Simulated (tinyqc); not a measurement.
Worked calculation: UHF in the sto-3g basis, for H2O, spin multiplicity 1. One step of it, computed by the program tinyqc.

Question. Iteration 1: building the Fock matrix. J_ij = sum D_kl (ij|kl) with D = D(alpha) + D(beta), K_ij = sum D_kl (ik|jl) for each spin; F = H + J - K(s); E = tr D H + tr D J / 2 - 0.5 sum_s tr D(s) K(s) + E_nn.

D(alpha) at the start, lower triangle:
```
            1O 1s      1O 2s     1O 2px     1O 2py    1O 2pz     2H 1s     3H 1s
1O 1s    1.040297
1O 2s   -0.171614   0.754217
1O 2px   0.000776  -0.003369   0.960530
1O 2py  -0.001214   0.004691  -0.100523   0.860913
1O 2pz   0.038193  -0.141003  -0.001842   0.002040  0.936640
2H 1s   -0.057153   0.165754   0.158965   0.116241  0.060864  0.093116
3H 1s   -0.059234   0.171940  -0.148703  -0.117807  0.063318  0.002399  0.093660
```

D(beta) at the start, lower triangle:
```
            1O 1s      1O 2s     1O 2px     1O 2py    1O 2pz     2H 1s     3H 1s
1O 1s    1.040297
1O 2s   -0.171614   0.754217
1O 2px  -0.000776   0.003369   0.960530
1O 2py  -0.001214   0.004691   0.100523   0.860913
1O 2pz   0.038193  -0.141003   0.001842   0.002040  0.936640
2H 1s   -0.057153   0.165754  -0.158965   0.116241  0.060864  0.093116
3H 1s   -0.059234   0.171940   0.148703  -0.117807  0.063318  0.002399  0.093660
```

core Hamiltonian H = T + V (hartree), lower triangle:
```
             1O 1s      1O 2s     1O 2px     1O 2py     1O 2pz      2H 1s      3H 1s
1O 1s   -32.454955
1O 2s    -7.549851  -9.082119
1O 2px    0.000000   0.000000  -7.246537
1O 2py    0.000163   0.001938   0.000000  -7.319959
1O 2pz   -0.011579  -0.144372   0.000000   0.000987  -7.299288
2H 1s    -0.833396  -2.133007   0.000000  -1.255960  -1.097719  -4.045148
3H 1s    -0.862479  -2.191568   0.000000   1.286190  -1.122733  -0.725801  -4.082105
```

Two-electron integrals (ij|kl) in chemists' order, unique and non-zero (hartree):
```
(11|11) 4.785065    (21|11) 0.741380    (21|21) 0.136873    (22|11) 1.118947
(22|21) 0.256633    (22|22) 0.817206    (31|31) 0.024477    (32|31) 0.037809
(32|32) 0.180518    (33|11) 1.115814    (33|21) 0.256684    (33|22) 0.817023
(33|33) 0.880159    (41|41) 0.024477    (42|41) 0.037809    (42|42) 0.180518
(43|43) 0.047444    (44|11) 1.115814    (44|21) 0.256684    (44|22) 0.817023
(44|33) 0.785270    (44|44) 0.880159    (51|51) 0.024477    (52|51) 0.037809
(52|52) 0.180518    (53|53) 0.047444    (54|54) 0.047444    (55|11) 1.115814
(55|21) 0.256684    (55|22) 0.817023    (55|33) 0.785270    (55|44) 0.785270
(55|55) 0.880159    (61|11) 0.081952    (61|21) 0.015021    (61|22) 0.028049
(61|33) 0.027996    (61|41) 0.000507    (61|42) 0.000961    (61|44) 0.028090
(61|51) 0.000430    (61|52) 0.000815    (61|54) 0.000080    (61|55) 0.028064
(61|61) 0.001668    (62|11) 0.229195    (62|21) 0.053358    (62|22) 0.191954
(62|33) 0.188512    (62|41) 0.003032    (62|42) 0.024671    (62|44) 0.194405
(62|51) 0.002571    (62|52) 0.020921    (62|54) 0.004997    (62|55) 0.192750
(62|61) 0.005981    (62|62) 0.059214    (63|31) 0.005205    (63|32) 0.031652
(63|43) 0.004922    (63|53) 0.004174    (63|63) 0.007831    (64|11) 0.135770
(64|21) 0.031983    (64|22) 0.122905    (64|33) 0.117551    (64|41) 0.006773
(64|42) 0.046314    (64|44) 0.130930    (64|51) 0.001330    (64|52) 0.012433
(64|54) 0.007172    (64|55) 0.120092    (64|61) 0.003717    (64|62) 0.046159
(64|64) 0.043433    (65|11) 0.115131    (65|21) 0.027121    (65|22) 0.104222
(65|33) 0.099681    (65|41) 0.001330    (65|42) 0.012433    (65|44) 0.102678
(65|51) 0.006333    (65|52) 0.042195    (65|54) 0.007464    (65|55) 0.110185
(65|61) 0.003152    (65|62) 0.039142    (65|64) 0.030190    (65|65) 0.033432
(66|11) 0.412774    (66|21) 0.097601    (66|22) 0.404846    (66|33) 0.390187
(66|41) 0.006259    (66|42) 0.072349    (66|44) 0.415510    (66|51) 0.005308
(66|52) 0.061351    (66|54) 0.021474    (66|55) 0.408396    (66|61) 0.010991
(66|62) 0.168140    (66|64) 0.149868    (66|65) 0.127086    (66|66) 0.774606
(71|11) 0.084820    (71|21) 0.015546    (71|22) 0.029028    (71|33) 0.028974
(71|41) -0.000527   (71|42) -0.000999   (71|44) 0.029072    (71|51) 0.000446
(71|52) 0.000846    (71|54) -0.000083   (71|55) 0.029044    (71|61) 0.001703
(71|62) 0.006012    (71|64) 0.003464    (71|65) 0.003173    (71|66) 0.010993
(71|71) 0.001787    (72|11) 0.235752    (72|21) 0.054879    (72|22) 0.197242
(72|33) 0.193708    (72|41) -0.003124   (72|42) -0.025335   (72|44) 0.199764
(72|51) 0.002647    (72|52) 0.021466    (72|54) -0.005130   (72|55) 0.198055
(72|61) 0.005974    (72|62) 0.047889    (72|64) 0.026140    (72|65) 0.030731
(72|66) 0.108537    (72|71) 0.006367    (72|72) 0.062334    (73|31) 0.005370
(73|32) 0.032594    (73|43) -0.005065   (73|53) 0.004291    (73|63) 0.006102
(73|73) 0.008271    (74|11) -0.139246   (74|21) -0.032799   (74|22) -0.125916
(74|33) -0.120416   (74|41) 0.006983    (74|42) 0.047626    (74|44) -0.134169
(74|51) -0.001367   (74|52) -0.012737   (74|54) 0.007361    (74|55) -0.123017
(74|61) -0.003432   (74|62) -0.026032   (74|64) -0.008519   (74|65) -0.016427
(74|66) -0.055203   (74|71) -0.003947   (74|72) -0.048438   (74|74) 0.045508
(75|11) 0.117980    (75|21) 0.027790    (75|22) 0.106686    (75|33) 0.102026
(75|41) -0.001367   (75|42) -0.012737   (75|44) 0.105096    (75|51) 0.006528
(75|52) 0.043385    (75|54) -0.007666   (75|55) 0.112812    (75|61) 0.003142
(75|62) 0.030646    (75|64) 0.016440    (75|65) 0.025485    (75|66) 0.075424
(75|71) 0.003344    (75|72) 0.041040    (75|74) -0.031550   (75|75) 0.035003
(76|11) 0.070462    (76|21) 0.016579    (76|22) 0.065589    (76|33) 0.063956
(76|41) 2.48e-06    (76|42) 0.000036    (76|44) 0.065113    (76|51) 0.001190
(76|52) 0.011928    (76|54) 0.000008    (76|55) 0.067625    (76|61) 0.001842
(76|62) 0.020681    (76|64) 0.014140    (76|65) 0.015408    (76|66) 0.064571
(76|71) 0.001906    (76|72) 0.021163    (76|74) -0.014390   (76|75) 0.015711
(76|76) 0.009532    (77|11) 0.417382    (77|21) 0.098685    (77|22) 0.408937
(77|33) 0.393995    (77|41) -0.006386   (77|42) -0.073524   (77|44) 0.419821
(77|51) 0.005411    (77|52) 0.062296    (77|54) -0.021881   (77|55) 0.412535
(77|61) 0.010739    (77|62) 0.106684    (77|64) 0.054411    (77|65) 0.074398
(77|66) 0.273944    (77|71) 0.011505    (77|72) 0.173411    (77|74) -0.154026
(77|75) 0.130503    (77|76) 0.064571    (77|77) 0.774606
```

nuclear repulsion = 6.99278119 hartree

Give: Coulomb J; exchange K(alpha); exchange K(beta); F(alpha); F(beta); total energy of this density.

Answer.

Coulomb J (hartree), lower triangle:
```
          1O 1s    1O 2s  1O 2px   1O 2py  1O 2pz   2H 1s   3H 1s
1O 1s   17.9074
1O 2s    3.3984   8.4626
1O 2px   0.0000   0.0000  8.4453
1O 2py   0.0003   0.0007  0.0000   8.4582
1O 2pz  -0.0078  -0.0115  0.0000  -0.0002  8.4611
2H 1s    0.3731   1.9487  0.0000   1.2371  1.0500  4.1232
3H 1s    0.3862   2.0028  0.0000  -1.2675  1.0751  0.6620  4.1648
```

exchange K(alpha) (hartree), lower triangle:
```
          1O 1s    1O 2s   1O 2px   1O 2py  1O 2pz   2H 1s   3H 1s
1O 1s    4.8858
1O 2s    0.8552   1.3160
1O 2px   0.0001  -0.0018   1.1047
1O 2py  -0.0001   0.0014  -0.0456   1.0986
1O 2pz   0.0033  -0.0488  -0.0008   0.0003  1.1246
2H 1s    0.0964   0.3670   0.0396   0.2179  0.1712  0.2940
3H 1s    0.0998   0.3771  -0.0370  -0.2225  0.1755  0.1062  0.3049
```

exchange K(beta) (hartree), lower triangle:
```
          1O 1s    1O 2s   1O 2px   1O 2py  1O 2pz   2H 1s   3H 1s
1O 1s    4.8858
1O 2s    0.8552   1.3160
1O 2px  -0.0001   0.0018   1.1047
1O 2py  -0.0001   0.0014   0.0456   1.0986
1O 2pz   0.0033  -0.0488   0.0008   0.0003  1.1246
2H 1s    0.0964   0.3670  -0.0396   0.2179  0.1712  0.2940
3H 1s    0.0998   0.3771   0.0370  -0.2225  0.1755  0.1062  0.3049
```

F(alpha) (hartree), lower triangle:
```
           1O 1s    1O 2s   1O 2px   1O 2py   1O 2pz    2H 1s    3H 1s
1O 1s   -19.4333
1O 2s    -5.0067  -1.9355
1O 2px   -0.0001   0.0018   0.0940
1O 2py    0.0005   0.0013   0.0456   0.0396
1O 2pz   -0.0226  -0.1071   0.0008   0.0005   0.0372
2H 1s    -0.5567  -0.5513  -0.0396  -0.2367  -0.2189  -0.2159
3H 1s    -0.5761  -0.5659   0.0370   0.2412  -0.2231  -0.1701  -0.2222
```

F(beta) (hartree), lower triangle:
```
           1O 1s    1O 2s   1O 2px   1O 2py   1O 2pz    2H 1s    3H 1s
1O 1s   -19.4333
1O 2s    -5.0067  -1.9355
1O 2px    0.0001  -0.0018   0.0940
1O 2py    0.0005   0.0013  -0.0456   0.0396
1O 2pz   -0.0226  -0.1071  -0.0008   0.0005   0.0372
2H 1s    -0.5567  -0.5513   0.0396  -0.2367  -0.2189  -0.2159
3H 1s    -0.5761  -0.5659  -0.0370   0.2412  -0.2231  -0.1701  -0.2222
```

total energy of this density = -74.241301 hartree

This density is the starting one.
